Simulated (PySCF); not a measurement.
C₄H₄FN.
SMILES with atom numbers: `[CH3:1]/[C:2]([C:3]#[N:4])=[CH:5]\[F:6]` (hydrogens: H7, H8, H9 on C1; H10 on C5)

The same species was optimised twice, with GFN2-xTB and with PBE0-D3(BJ)/def2-SVP (PySCF), and the same property calculations (PySCF, gas phase) were run on both structures.

```
  coordinate  GFN2-xTB  PBE0-D3(BJ)/def2-SVP  change
   C5–F6 (Å)     1.337                 1.320  -0.017
   C2–C3 (Å)     1.415                 1.430  +0.015
   C3≡N4 (Å)     1.146                 1.160  +0.014
   C2=C5 (Å)     1.332                 1.342  +0.010
   C1–C2 (Å)     1.498                 1.500  +0.002
C1–C2–C3 (°)     116.8                 118.8    +2.0
C3–C2–C5 (°)     118.4                 117.3    -1.1
C1–C2–C5 (°)     124.8                 123.9    -0.9
C2–C5–F6 (°)     121.9                 121.7    -0.2
C2–C3–N4 (°)     178.0                 178.1    +0.1
```

Rotational constants: A = 7676, B = 2323, C = 1803 MHz (GFN2-xTB) against A = 7534, B = 2316, C = 1791 MHz (PBE0-D3(BJ)/def2-SVP). Point groups within 0.08 Å: Cs and Cs.

On the GFN2-xTB structure: lowest singlet, TDDFT (eV) 6.30 [B3LYP/def2-SVPD]; lowest triplet, Tamm–Dancoff (eV) 3.79 [B3LYP/def2-SVPD]; isotropic polarisability (au) 54.0 [B3LYP/def2-SVPD]; HOMO (eV) -7.84 [B3LYP/def2-SVPD]; LUMO (eV) -1.59 [B3LYP/def2-SVPD]; dipole (D) 2.80 [B3LYP/def2-SVPD].

What do these properties become on the PBE0-D3(BJ)/def2-SVP structure?

```csv
property,level,on GFN2-xTB,on PBE0-D3(BJ)/def2-SVP,change
"lowest singlet, TDDFT (eV)",B3LYP/def2-SVPD,6.30,6.20,-0.10
"lowest triplet, Tamm–Dancoff (eV)",B3LYP/def2-SVPD,3.79,3.71,-0.08
isotropic polarisability (au),B3LYP/def2-SVPD,54.0,54.8,+0.8
HOMO (eV),B3LYP/def2-SVPD,-7.84,-7.77,+0.07
LUMO (eV),B3LYP/def2-SVPD,-1.59,-1.61,-0.02
dipole (D),B3LYP/def2-SVPD,2.80,2.97,+0.17
"energy, GFN2-xTB geometry as zero (kcal/mol)",B3LYP/def2-SVPD,0.0,-0.7,-0.7
```

The heavy atoms differ by 0.021 Å rms after alignment. Among bonds between heavy atoms C5–F6 changes most (-0.017 Å). Changes are differences of the printed values. Neither structure is proved a minimum here.
